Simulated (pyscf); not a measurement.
# 1,1-elimination: Cl–GeH(Cl)–Cl (SMILES [Cl][GeH]([Cl])[Cl]) → Cl–Cl (SMILES ClCl) + Cl–GeH: (SMILES [Cl][GeH]) [singlet]

Gas phase, singlet surface, charge 0. Bonds broken: Cl1–Ge2, Ge2–Cl3. Bonds formed: Cl1–Cl3. Structures and frequencies: ωB97X-D3(BJ)/def2-SVP in PySCF.

Transition state (Å):

```xyz
5

Cl    -0.1117     2.4373     1.7731
Ge     0.8828     0.6180    -0.7083
Cl     0.3858     0.0703     1.3507
Cl    -0.8291     0.0111    -1.8711
H      1.9843    -0.4678    -0.8939
```

One imaginary mode, 312i cm⁻¹; descent along it reached the two sides named, in the forms told below.

| bond | change | reactant side (Å) | saddle | product side |
|---|---|---|---|---|
| Cl1–Ge2 | breaks | 2.129 | 3.2 | 3.8 |
| Ge2–Cl3 | breaks | 2.129 | 2.188 | 2.8 |
| Cl1–Cl3 | forms | 3.4 | 2.455 | 2.023 |

Electronic energies relative to the reactant's lowest minimum found (kcal/mol):

```tsv
level	barrier	reaction energy	reverse barrier
ωB97X-D3(BJ)/def2-TZVP	123.6	+108.0	15.6
PBE/def2-TZVP	90.7	+94.0	-3.3
r²SCAN/def2-TZVP	101.3	+105.2	-3.9
B3LYP-D3(BJ)/def2-TZVP	100.0	+96.1	3.9
PBE0-D3(BJ)/def2-TZVP	108.2	+103.4	4.8
M06-2X/def2-TZVP	120.0	+105.7	14.3
ωB97M-D3(BJ)/def2-TZVP	117.3	+98.8	18.5
HF/def2-TZVP	149.1	+104.6	44.5
```

With ωB97M-D3(BJ)/def2-TZVP energies and thermal terms (ideal gas, 1 atm, RRHO with modes under 100 cm⁻¹ raised to 100, one conformer, R ln 2 for chiral ones without a mode under 150 cm⁻¹), in kcal/mol:

```
T (K)    ΔH‡    ΔG‡     ΔH     ΔG
-----  -----  -----  -----  -----
298    115.7  114.5  +96.7  +85.4
600    115.4  113.3  +96.2  +74.1
900    115.0  112.4  +95.5  +63.2
1200   114.5  111.6  +94.7  +52.5
```

On the product side the descent ends in a complex, 6.6 kcal/mol under the separated species and 22.2 kcal/mol under the saddle at ωB97X-D3(BJ)/def2-TZVP. At PBE, r²SCAN the saddle lies under the separated products, which points to a path from their complex (located at ωB97X-D3(BJ) alone), and parting the products costs more than the saddle. The same reactants have a lower exit, to HCl + Cl–Ge:–Cl [singlet] (barrier +54.1 kcal/mol at ωB97M-D3(BJ)/def2-TZVP, against +117.3 kcal/mol here). One saddle was located; it need not be the lowest between these sides. One closed-shell reference is unstable to symmetry breaking; treat the single-reference values with care. Elements up to Kr have no core potential and no relativistic terms here.
